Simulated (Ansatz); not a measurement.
**H5NSi2: rotation by 120° about the Si2–Si3 bond, part 1 of 2**

Wanted: the energy profile along the rotation by 120° about the Si2–Si3 bond, from relaxed end points and a band of images. SMILES of the start: N=[SiH][SiH3].

All numbers below are computed with Ansatz 0.2.0 (RKS PBE-D4/def2-SVP).

**1. The system as given**

Bond lengths: N1–Si2 1.615 Å, Si2–Si3 2.307 Å, N1–H4 1.009 Å, Si2–H5 1.465 Å, Si3–H6 1.472 Å, Si3–H7 1.472 Å, Si3–H8 1.468 Å. Angles: N1–Si2–Si3 137.2°, N1–Si2–H5 109.3°, Si3–Si2–H5 113.5°, Si2–N1–H4 125.1°, Si2–Si3–H6 112.2°, Si2–Si3–H7 112.2°, Si2–Si3–H8 111.3°, H6–Si3–H7 107.6°, H6–Si3–H8 106.6°, H7–Si3–H8 106.6°.

As a file:

```xyz
8

N    -1.4749    0.9469   -1.5741
Si   -0.1364    0.7581   -0.6897
Si    0.6385   -0.7031    0.9192
H    -2.2863    0.3483   -1.5332
H     0.8182    1.8170   -1.0248
H     0.9391   -0.0240    2.1896
H     1.8591   -1.4047    0.4913
H    -0.3573   -1.7385    1.2218
```

**2. End point A**

input.yaml

```yaml
crystal:
  periodic: [false, false, false]
  atoms:
    - { symbol: "N", position_ang: [-1.47491, 0.94693, -1.57408] }
    - { symbol: Si, position_ang: [-0.13638, 0.75811, -0.68975] }
    - { symbol: Si, position_ang: [0.63848, -0.70307, 0.91917] }
    - { symbol: H, position_ang: [-2.28627, 0.34825, -1.53315] }
    - { symbol: H, position_ang: [0.8182, 1.81703, -1.02484] }
    - { symbol: H, position_ang: [0.93911, -0.02404, 2.18965] }
    - { symbol: H, position_ang: [1.85909, -1.40473, 0.49125] }
    - { symbol: H, position_ang: [-0.35731, -1.73848, 1.22176] }
basis:
  gaussian: { orbitals: def2-SVP }
hamiltonian:
  xc: pbe
  dispersion: d4
relax:
  f_tol: 0.015
  max_steps: 40
```

Started as:

```sh
> ansatz run input.yaml --threads 1 --pin off --max-ram 2048MiB --backend cpu --events-out ev --progress --plain --runs-dir out
```

The log of the run, cut to the lines that bear on the results:

```text
Warning: RAYON_NUM_THREADS=1 ignored (pool sized by the plan → 1); use --threads N
[...]
Functional definition: PBE
[...]
854 factors; their error is unknown
[...]
mean field -17308.94004589 eV, -636.0918142656 hartree, gradient 8.0e-5 eV, S^2 0.000000; 0 other end points of the search recorded, 0 dependent functions left out
[...]
reference -17308.94008030 eV, -636.0918155302 hartree; 20, 20 occupied and 55, 55 virtual orbitals, 854 factors
relax step   1: F+E_penalty+E_count = -17309.09707691 eV  Δ(F+E_penalty+E_count) = +0.000e0 eV  max|allowed force component| = 6.239e-1 eV/Å  Δτ_max = 0.0000 Å  (26 SCF iters, accepted)
[...]
relax step   6: F+E_penalty+E_count = -17309.23351368 eV  Δ(F+E_penalty+E_count) = -4.075e-4 eV  max|allowed force component| = 1.412e-1 eV/Å  Δτ_max = 0.0107 Å  (27 SCF iters, accepted)
[...]
relax step   7: F+E_penalty+E_count = -17309.23379969 eV  Δ(F+E_penalty+E_count) = -2.860e-4 eV  max|allowed force component| = 4.069e-3 eV/Å  Δτ_max = 0.0038 Å  (22 SCF iters, accepted)
854 factors; their error is unknown
[...]
mean field -17309.07677387 eV, -636.0968389261 hartree, gradient 4.0e-6 eV, S^2 0.000000; 1 other end points of the search recorded, 0 dependent functions left out
[...]
reference -17309.07680783 eV, -636.0968401741 hartree; 20, 20 occupied and 55, 55 virtual orbitals, 854 factors
Total energy: -17309.23383365 eV, -636.1026107665 hartree
Atom 0 at    -1.499847     0.921295    -1.566168 Å, force    -0.000833    -0.002030    -0.002279 eV/Å
Atom 1 at    -0.097319     0.834622    -0.730440 Å, force     0.002906     0.004069     0.001024 eV/Å
Atom 2 at     0.609402    -0.714313     0.911463 Å, force     0.001432     0.001683     0.001493 eV/Å
Atom 3 at    -2.197400     0.190232    -1.357489 Å, force    -0.002162    -0.000149     0.000730 eV/Å
Atom 4 at     0.902298     1.908997    -1.051696 Å, force    -0.000476    -0.002358     0.000889 eV/Å
Atom 5 at     0.910969     0.001382     2.202454 Å, force    -0.000170    -0.001393    -0.000621 eV/Å
Atom 6 at     1.858066    -1.422761     0.454786 Å, force    -0.000814    -0.000106    -0.000064 eV/Å
Atom 7 at    -0.486160    -1.719454     1.137099 Å, force     0.000117     0.000284    -0.001173 eV/Å
Dipole moment:     0.207901    -0.258353     0.321551 e Å
```

Run time: 13 s. Hardware: 1 thread of Intel Xeon at 2.70GHz, shared host; peak memory 0.14 GiB.

Step by step:

```csv
step,energy from step 1 (eV),largest force component (eV/Å)
1,0.0000,0.6239
2,-0.1092,0.4029
3,-0.1235,0.1362
4,-0.1327,0.1550
5,-0.1360,0.1354
6,-0.1364,0.1412
7,-0.1367,0.0041
```

Step 1 is the start.

After: Bond lengths: N1–Si2 1.635 Å, Si2–Si3 2.365 Å, N1–H4 1.032 Å, Si2–H5 1.502 Å, Si3–H6 1.507 Å, Si3–H7 1.507 Å, Si3–H8 1.504 Å. Angles: N1–Si2–Si3 130.2°, N1–Si2–H5 115.1°, Si3–Si2–H5 114.7°, Si2–N1–H4 116.0°, Si2–Si3–H6 110.1°, Si2–Si3–H7 110.2°, Si2–Si3–H8 108.9°, H6–Si3–H7 108.5°, H6–Si3–H8 109.6°, H7–Si3–H8 109.6°.

**3. Relaxing end B**

The second end starts from a geometry with the move made by hand.

input.yaml, as its differences from that of step 2:

```diff
@@ -8,5 +8,5 @@
     - { symbol: H, position_ang: [0.8182, 1.81703, -1.02484] }
-    - { symbol: H, position_ang: [0.93911, -0.02404, 2.18965] }
-    - { symbol: H, position_ang: [1.85909, -1.40473, 0.49125] }
-    - { symbol: H, position_ang: [-0.35731, -1.73848, 1.22176] }
+    - { symbol: H, position_ang: [-0.33814, -1.75947, 1.2287] }
+    - { symbol: H, position_ang: [0.96656, -0.0187, 2.17986] }
+    - { symbol: H, position_ang: [1.8638, -1.38029, 0.47736] }
 basis:
@@ -19 +19,3 @@
   max_steps: 40
+output:
+  orbitals: {}
```

Started as:

```sh
> ansatz run input.yaml --threads 1 --pin off --max-ram 2048MiB --backend cpu --events-out ev --progress --plain --runs-dir out
```

The log of the run, cut to the lines that bear on the results:

```text
Warning: RAYON_NUM_THREADS=1 ignored (pool sized by the plan → 1); use --threads N
[...]
[... 1 set-up line as earlier in the session ...]
[...]
854 factors; their error is unknown
[...]
mean field -17308.94211998 eV, -636.0918904868 hartree, gradient 8.3e-5 eV, S^2 0.000000; 0 other end points of the search recorded, 0 dependent functions left out
[...]
reference -17308.94215438 eV, -636.0918917512 hartree; 20, 20 occupied and 55, 55 virtual orbitals, 854 factors
relax step   1: F+E_penalty+E_count = -17309.09913987 eV  Δ(F+E_penalty+E_count) = +0.000e0 eV  max|allowed force component| = 6.320e-1 eV/Å  Δτ_max = 0.0000 Å  (26 SCF iters, accepted)
[...]
relax step   6: F+E_penalty+E_count = -17309.23349305 eV  Δ(F+E_penalty+E_count) = -1.665e-3 eV  max|allowed force component| = 1.508e-1 eV/Å  Δτ_max = 0.0179 Å  (27 SCF iters, accepted)
[...]
reference -17309.07678858 eV, -636.0968394668 hartree; 20, 20 occupied and 55, 55 virtual orbitals, 854 factors
Total energy: -17309.23382344 eV, -636.1026103914 hartree
Atom 0 at    -1.501533     0.918209    -1.562638 Å, force    -0.002582    -0.002007    -0.004027 eV/Å
Atom 1 at    -0.096744     0.836909    -0.730286 Å, force     0.001865     0.001867     0.001107 eV/Å
Atom 2 at     0.621529    -0.712448     0.905913 Å, force     0.001842     0.001834     0.003867 eV/Å
Atom 3 at    -2.194733     0.182624    -1.355189 Å, force    -0.000152     0.001313     0.001276 eV/Å
Atom 4 at     0.896323     1.917727    -1.049928 Å, force    -0.000358    -0.001258    -0.000127 eV/Å
Atom 5 at    -0.471610    -1.718756     1.138165 Å, force     0.000628     0.000378    -0.001728 eV/Å
Atom 6 at     0.929674     0.004090     2.194896 Å, force     0.000204    -0.002477     0.000118 eV/Å
Atom 7 at     1.868435    -1.419565     0.442337 Å, force    -0.001447     0.000350    -0.000487 eV/Å
Dipole moment:     0.210026    -0.258274     0.319833 e Å
```

Run time: 20 s. Hardware: 1 thread of Intel Xeon at 2.70GHz, shared host; peak memory 0.14 GiB.

The steps of the relaxation:

```
step  energy from step 1 (eV)  largest force component (eV/Å)
   1                   0.0000                          0.6320
   2                  -0.1082                          0.3596
   3                  -0.1203                          0.1706
   4                  -0.1318                          0.1968
   5                  -0.1327                          0.2324
   6                  -0.1344                          0.1508
   7                  -0.1346                          0.0040
```

Step 1 is the start.

After: Bond lengths: N1–Si2 1.635 Å, Si2–Si3 2.365 Å, N1–H4 1.032 Å, Si2–H5 1.502 Å, Si3–H6 1.504 Å, Si3–H7 1.507 Å, Si3–H8 1.507 Å. Angles: N1–Si2–Si3 130.2°, N1–Si2–H5 115.1°, Si3–Si2–H5 114.7°, Si2–N1–H4 116.1°, Si2–Si3–H6 108.9°, Si2–Si3–H7 110.0°, Si2–Si3–H8 110.2°, H6–Si3–H7 109.6°, H6–Si3–H8 109.6°, H7–Si3–H8 108.5°.

**4. Nudged elastic band**

crystal.atoms is end A as relaxed above, and neb.final_atoms is end B, turned to lie on A. With 7 inner images the band has 9 in all. The start path is listed, through a guess of the saddle.

input.yaml

```yaml
crystal:
  periodic: [false, false, false]
  atoms:
    - { symbol: "N", position_ang: [-1.499847, 0.921295, -1.566168] }
    - { symbol: Si, position_ang: [-0.097319, 0.834622, -0.73044] }
    - { symbol: Si, position_ang: [0.609402, -0.714313, 0.911463] }
    - { symbol: H, position_ang: [-2.1974, 0.190232, -1.357489] }
    - { symbol: H, position_ang: [0.902298, 1.908997, -1.051696] }
    - { symbol: H, position_ang: [0.910969, 0.001382, 2.202454] }
    - { symbol: H, position_ang: [1.858066, -1.422761, 0.454786] }
    - { symbol: H, position_ang: [-0.48616, -1.719454, 1.137099] }
basis:
  gaussian: { orbitals: def2-SVP }
hamiltonian:
  xc: pbe
  dispersion: d4
neb:
  order_check: false
  images: 7
  f_tol: 0.05
  max_iterations: 60
  final_atoms:
    - { symbol: "N", position_ang: [-1.49182423, 1.34555075, -1.23055272] }
    - { symbol: Si, position_ang: [-0.10260242, 0.52135193, -0.97834103] }
    - { symbol: Si, position_ang: [0.6079525, -0.73765725, 0.89344368] }
    - { symbol: H, position_ang: [-2.17989013, 1.3204021, -0.46206102] }
    - { symbol: H, position_ang: [0.88267308, 0.57224317, -2.11110883] }
    - { symbol: H, position_ang: [-0.46070722, -0.68616735, 1.95026195] }
    - { symbol: H, position_ang: [1.88902716, -0.16636114, 1.44328518] }
    - { symbol: H, position_ang: [0.85538025, -2.1693622, 0.49508179] }
  initial_path:
    images:
      - { positions_ang: [[-1.499847, 0.921295, -1.566168], [-0.097319, 0.834622, -0.73044], [0.609402, -0.714313, 0.911463], [-2.1974, 0.190232, -1.357489], [0.902298, 1.908997, -1.051696], [0.910969, 0.001382, 2.202454], [1.858066, -1.422761, 0.454786], [-0.48616, -1.719454, 1.137099]] }
      - { positions_ang: [[-1.50639618, 0.97371252, -1.52331506], [-0.09925156, 0.78301369, -0.75131539], [0.61743834, -0.71428568, 0.91056617], [-2.2550483, 0.36288272, -1.27249246], [0.92079274, 1.73133397, -1.19388754], [0.73554403, -0.05438811, 2.20821781], [1.9207927, -1.27225842, 0.57444227], [-0.33386277, -1.81001069, 1.0477932]] }
      - { positions_ang: [[-1.51294537, 1.02613004, -1.48046213], [-0.10118412, 0.73140537, -0.77219078], [0.62547468, -0.71425836, 0.90966933], [-2.31269659, 0.53553344, -1.18749592], [0.93928748, 1.55367094, -1.33607907], [0.56011907, -0.11015823, 2.21398163], [1.9835194, -1.12175583, 0.69409855], [-0.18156555, -1.90056738, 0.95848739]] }
      - { positions_ang: [[-1.51949455, 1.07854757, -1.43760919], [-0.10311668, 0.67979706, -0.79306617], [0.63351102, -0.71423105, 0.9087725], [-2.37034489, 0.70818416, -1.10249938], [0.95778222, 1.37600791, -1.47827061], [0.3846941, -0.16592834, 2.21974544], [2.0462461, -0.97125325, 0.81375482], [-0.02926832, -1.99112406, 0.86918159]] }
      - { positions_ang: [[-1.52604373, 1.13096509, -1.39475625], [-0.10504925, 0.62818874, -0.81394156], [0.64154736, -0.71420373, 0.90787566], [-2.42799318, 0.88083488, -1.01750285], [0.97627696, 1.19834489, -1.62046214], [0.20926914, -0.22169845, 2.22550926], [2.1089728, -0.82075067, 0.9334111], [0.1230289, -2.08168075, 0.77987578]] }
      - { positions_ang: [[-1.51748886, 1.1846115, -1.35370537], [-0.10443754, 0.60147954, -0.85504143], [0.63314864, -0.72006711, 0.90426767], [-2.36596742, 0.99072669, -0.87864239], [0.95287599, 1.04181946, -1.74312382], [0.04177505, -0.33781568, 2.15669743], [2.05398639, -0.65715329, 1.06087962], [0.30611674, -2.10360111, 0.70867729]] }
      - { positions_ang: [[-1.50893398, 1.23825792, -1.31265449], [-0.10382583, 0.57477034, -0.89614129], [0.62474993, -0.72593049, 0.90065967], [-2.30394165, 1.10061849, -0.73978193], [0.92947502, 0.88529403, -1.86578549], [-0.12571904, -0.4539329, 2.0878856], [1.99899998, -0.49355591, 1.18834814], [0.48920458, -2.12552148, 0.63747879]] }
      - { positions_ang: [[-1.50037911, 1.29190433, -1.2716036], [-0.10321412, 0.54806113, -0.93724116], [0.61635121, -0.73179387, 0.89705167], [-2.24191589, 1.2105103, -0.60092148], [0.90607405, 0.7287686, -1.98844716], [-0.29321313, -0.57005013, 2.01907377], [1.94401357, -0.32995852, 1.31581666], [0.67229241, -2.14744184, 0.56628029]] }
      - { positions_ang: [[-1.49182423, 1.34555075, -1.23055272], [-0.10260242, 0.52135193, -0.97834103], [0.6079525, -0.73765725, 0.89344368], [-2.17989013, 1.3204021, -0.46206102], [0.88267308, 0.57224317, -2.11110883], [-0.46070722, -0.68616735, 1.95026195], [1.88902716, -0.16636114, 1.44328518], [0.85538025, -2.1693622, 0.49508179]] }
```

Started as:

```sh
> ansatz run input.yaml --threads 1 --pin off --max-ram 2048MiB --backend cpu --events-out ev --progress --plain --runs-dir out
```

The log of the run, cut to the lines that bear on the results:

```text
Warning: RAYON_NUM_THREADS=1 ignored (pool sized by the plan → 1); use --threads N
[...]
[... 1 set-up line as earlier in the session ...]
[...]
854 factors; their error is unknown
[...]
mean field -17309.07677388 eV, -636.0968389266 hartree, gradient 3.3e-5 eV, S^2 0.000000; 0 other end points of the search recorded, 0 dependent functions left out
[...]
reference -17309.07680786 eV, -636.0968401753 hartree; 20, 20 occupied and 55, 55 virtual orbitals, 854 factors
854 factors; their error is unknown
[...]
mean field -17309.07676906 eV, -636.0968387494 hartree, gradient 4.8e-5 eV, S^2 0.000000; 0 other end points of the search recorded, 0 dependent functions left out
[...]
reference -17309.07680351 eV, -636.0968400155 hartree; 20, 20 occupied and 55, 55 virtual orbitals, 854 factors
NEB end point (image 0): max|allowed force component| = 4.012e-3 eV/Å (the criterion of neb.relax_end_points is 1.000e-2)
[...]
NEB iter   8: max|band force component| = 4.203e-2 eV/Å  barrier→ = 0.0127 eV  barrier← = 0.0127 eV  CI = image 4  Δτ_max = 0.0000 Å  (372 SCF iters)
Total energy: -17309.22113675 eV, -636.1021441642 hartree
Atom 0 at    -1.551530     1.107409    -1.365914 Å, force    -0.009955     0.012164    -0.026889 eV/Å
Atom 1 at    -0.048341     0.684974    -0.885953 Å, force     0.014344     0.006826     0.011131 eV/Å
Atom 2 at     0.621267    -0.718242     0.900057 Å, force    -0.000600    -0.014152     0.020863 eV/Å
Atom 3 at    -2.340431     0.711873    -0.832838 Å, force    -0.004782    -0.007680     0.012871 eV/Å
Atom 4 at     1.068340     1.285128    -1.691745 Å, force    -0.002282    -0.006017     0.004356 eV/Å
Atom 5 at     0.130623    -0.138492     2.200562 Å, force    -0.001102     0.004648    -0.009768 eV/Å
Atom 6 at     2.119831    -0.854168     0.953972 Å, force    -0.001803    -0.001141    -0.008909 eV/Å
Atom 7 at     0.000250    -2.078482     0.721868 Å, force     0.006181     0.005352    -0.003654 eV/Å
Dipole moment:     0.204468    -0.253419     0.314539 e Å
this run last wrote the band of iteration 8 to <dir>
```

Run time: 2 min. Hardware: 1 thread of Intel Xeon at 2.70GHz, shared host; peak memory 0.14 GiB.

**5. What the band shows**

Images 0 and 8 are the ends. Energies count from image 0; the path length is the program's own measure over all atoms.

| image | path (Å) | energy (eV) | dihedral N1–Si2–Si3–H8 (°) | band force (eV/Å) |
| --- | --- | --- | --- | --- |
| 0 | 0.000 | 0.0000 | 0 | - |
| 1 | 0.461 | 0.0017 | 14 | 0.004 |
| 2 | 0.921 | 0.0059 | 29 | 0.012 |
| 3 | 1.382 | 0.0104 | 43 | 0.008 |
| 4* | 1.843 | 0.0127 | 58 | 0.027 |
| 5 | 2.325 | 0.0115 | 73 | 0.042 |
| 6 | 2.807 | 0.0068 | 88 | 0.021 |
| 7 | 3.290 | 0.0021 | 104 | 0.009 |
| 8 | 3.772 | 0.0000 | 120 | - |

The star marks the climbing image.

image, energy (eV) and a bar:
```
        0      0.000 
        1      0.002 ####
        2      0.006 ##############
        3      0.010 #########################
        4      0.013 ##############################
        5      0.011 ###########################
        6      0.007 ################
        7      0.002 #####
        8      0.000
```

The top of the band by iteration:

| iteration | highest image above image 0 (eV) | largest band force (eV/Å) |
| --- | --- | --- |
| 1 | 0.2881 | 1.927 |
| 2 | 0.0466 | 0.514 |
| 3 | 0.0846 | 0.462 |
| 4 | 0.1046 | 0.759 |
| 5 | 0.0217 | 0.498 |
| 6 | 0.0160 | 0.139 |
| 7 | 0.0134 | 0.064 |
| 8 | 0.0127 | 0.042 |

The band as a trajectory file:

```xyz
8
image=0 dE=0.0000
N    -1.500    0.921   -1.566
Si   -0.097    0.835   -0.730
Si    0.609   -0.714    0.911
H    -2.197    0.190   -1.357
H     0.902    1.909   -1.052
H     0.911    0.001    2.202
H     1.858   -1.423    0.455
H    -0.486   -1.719    1.137
8
image=1 dE=0.0017
N    -1.526    0.969   -1.509
Si   -0.078    0.801   -0.770
Si    0.614   -0.720    0.905
H    -2.265    0.309   -1.221
H     0.978    1.774   -1.211
H     0.712   -0.010    2.230
H     1.965   -1.295    0.568
H    -0.398   -1.827    1.009
8
image=2 dE=0.0059
N    -1.543    1.016   -1.458
Si   -0.063    0.765   -0.810
Si    0.617   -0.722    0.901
H    -2.309    0.433   -1.086
H     1.032    1.625   -1.373
H     0.510   -0.036    2.238
H     2.044   -1.156    0.691
H    -0.286   -1.925    0.897
8
image=3 dE=0.0104
N    -1.551    1.062   -1.410
Si   -0.054    0.725   -0.847
Si    0.620   -0.723    0.901
H    -2.339    0.573   -0.960
H     1.062    1.461   -1.533
H     0.317   -0.080    2.229
H     2.096   -1.007    0.819
H    -0.151   -2.012    0.801
8
image=4 dE=0.0127
N    -1.552    1.107   -1.366
Si   -0.048    0.685   -0.886
Si    0.621   -0.718    0.900
H    -2.340    0.712   -0.833
H     1.068    1.285   -1.692
H     0.131   -0.138    2.201
H     2.120   -0.854    0.954
H     0.000   -2.078    0.722
8
image=5 dE=0.0115
N    -1.548    1.154   -1.328
Si   -0.051    0.646   -0.909
Si    0.620   -0.717    0.902
H    -2.320    0.852   -0.714
H     1.052    1.104   -1.820
H    -0.062   -0.225    2.151
H     2.114   -0.677    1.086
H     0.195   -2.138    0.633
8
image=6 dE=0.0068
N    -1.539    1.212   -1.300
Si   -0.067    0.606   -0.933
Si    0.619   -0.720    0.903
H    -2.299    1.015   -0.632
H     1.015    0.922   -1.926
H    -0.217   -0.365    2.102
H     2.077   -0.494    1.209
H     0.412   -2.177    0.577
8
image=7 dE=0.0021
N    -1.521    1.277   -1.266
Si   -0.083    0.564   -0.958
Si    0.614   -0.726    0.899
H    -2.247    1.164   -0.541
H     0.959    0.744   -2.025
H    -0.354   -0.515    2.031
H     1.998   -0.322    1.331
H     0.633   -2.186    0.529
8
image=8 dE=0.0000
N    -1.492    1.346   -1.231
Si   -0.103    0.521   -0.978
Si    0.608   -0.738    0.893
H    -2.180    1.320   -0.462
H     0.883    0.572   -2.111
H    -0.461   -0.686    1.950
H     1.889   -0.166    1.443
H     0.855   -2.169    0.495
```

**6. Vibrations at the top**

The geometry is the highest inner image of the first converged band.

input.yaml

```yaml
crystal:
  periodic: [false, false, false]
  atoms:
    - { symbol: "N", position_ang: [-1.55153, 1.107409, -1.365914] }
    - { symbol: Si, position_ang: [-0.048341, 0.684974, -0.885953] }
    - { symbol: Si, position_ang: [0.621267, -0.718242, 0.900057] }
    - { symbol: H, position_ang: [-2.340431, 0.711873, -0.832838] }
    - { symbol: H, position_ang: [1.06834, 1.285128, -1.691745] }
    - { symbol: H, position_ang: [0.130623, -0.138492, 2.200562] }
    - { symbol: H, position_ang: [2.119831, -0.854168, 0.953972] }
    - { symbol: H, position_ang: [0.00025, -2.078482, 0.721868] }
basis:
  gaussian: { orbitals: def2-SVP }
hamiltonian:
  xc: pbe
  dispersion: d4
phonons: {}
```

Started as:

```sh
> ansatz run input.yaml --threads 1 --pin off --max-ram 2048MiB --backend cpu --events-out ev --progress --plain --runs-dir out
```

The log of the run, cut to the lines that bear on the results:

```text
Warning: RAYON_NUM_THREADS=1 ignored (pool sized by the plan → 1); use --threads N
[...]
[... 1 set-up line as earlier in the session ...]
[...]
854 factors; their error is unknown
[...]
mean field -17309.06409872 eV, -636.0963731229 hartree, gradient 2.5e-5 eV, S^2 0.000000; 0 other end points of the search recorded, 0 dependent functions left out
[...]
reference -17309.06413246 eV, -636.0963743629 hartree; 20, 20 occupied and 55, 55 virtual orbitals, 854 factors
[...]
854 factors; their error is unknown
mean field -17309.06385825 eV, -636.0963642858 hartree, gradient 5.4e-7 eV, S^2 0.000000; 0 other end points of the search recorded, 0 dependent functions left out
[...]
reference -17309.06389200 eV, -636.0963655261 hartree; 20, 20 occupied and 55, 55 virtual orbitals, 854 factors
[...]
854 factors; their error is unknown
mean field -17309.06397068 eV, -636.0963684176 hartree, gradient 5.4e-7 eV, S^2 0.000000; 0 other end points of the search recorded, 0 dependent functions left out
[...]
WARN: phonons: modes at or below zero, which the zero-point energy, F, S and C_V leave out: 1, the lowest at -56.50 cm⁻¹. A minimum has none, and a first-order saddle one
[...]
Total energy: -17309.22111618 eV, -636.1021434081 hartree
Atom 0 at    -1.551530     1.107409    -1.365914 Å, force    -0.009949     0.012178    -0.026919 eV/Å
Atom 1 at    -0.048341     0.684974    -0.885953 Å, force     0.014324     0.006817     0.011061 eV/Å
Atom 2 at     0.621267    -0.718242     0.900057 Å, force    -0.000651    -0.014189     0.020958 eV/Å
Atom 3 at    -2.340431     0.711873    -0.832838 Å, force    -0.004717    -0.007698     0.012912 eV/Å
Atom 4 at     1.068340     1.285128    -1.691745 Å, force    -0.002304    -0.005988     0.004356 eV/Å
Atom 5 at     0.130623    -0.138492     2.200562 Å, force    -0.001109     0.004647    -0.009763 eV/Å
Atom 6 at     2.119831    -0.854168     0.953972 Å, force    -0.001776    -0.001144    -0.008937 eV/Å
Atom 7 at     0.000250    -2.078482     0.721868 Å, force     0.006183     0.005377    -0.003668 eV/Å
Dipole moment:     0.204469    -0.253421     0.314540 e Å
Vibrations: -56.50 162.60 310.70 389.93 480.66 487.21 683.20 759.26 799.85 856.97 893.83 897.60 1052.23 2149.43 2165.56 2167.48 2175.25 3457.27 cm⁻¹, zero-point energy 1.232963 eV
```

Wall time 49 s (1 thread of Intel Xeon at 2.70GHz, shared host); peak memory 0.12 GiB.

Of 18 modes, 1 is imaginary by more than 30 cm⁻¹ (56i cm⁻¹).

(Continued in part 2 of 2.)
